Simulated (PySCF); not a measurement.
Molecule: `InChI=1S/C2H5ClO2S/c1-2-6(3,4)5/h2H2,1H3`.

Atom-mapped SMILES (the numbers label the heavy atoms): `[CH3:1][CH2:2][S:3](=[O:4])(=[O:5])[Cl:6]`. Each H is labelled by its parent atom.

Geometry PBE0-D3(BJ)/def2-SVP throughout; GIAO in PySCF 2.14, gas phase, one conformer, non-relativistic; equivalent atoms averaged; basis pcSseg-2.

**Question.** How do the shifts δ (against TMS, CS2, H2O, HCl at the same level) depend on the functional? (ppm; last column core-seconds on 1 thread of an Arm Neoverse V1, shared host)

**Answer.** 
```
functional          kind    C2    C1     S3  O4/O5    Cl6  H(C2)  H(C1)  core-s
        HF  Hartree–Fock  56.9   9.8  401.0  250.0  498.5   2.89   1.58      25
       LDA           LDA  72.0  10.1  406.7  355.3  695.7   3.35   1.50      48
       PBE           GGA  68.6  11.5  389.8  337.6  639.6   3.28   1.52      56
      BLYP           GGA  70.1  12.1  405.1  338.9  656.1   3.28   1.57      56
      BP86           GGA  68.9  11.7  393.5  336.6  644.4   3.28   1.53      57
      OPBE           GGA  64.2  11.6  364.0  321.6  593.7   3.28   1.49      58
```

**Question.** Which nucleus moves most, in ppm?

**Answer.** Cl6 (chlorine bonded to S): from 498.5 ppm with HF to 695.7 ppm with LDA. The smallest spread is 0.09 ppm, at H(C1). Proton shifts span only some 12 ppm, so a few tenths of a ppm matter as much there as several ppm in carbon.
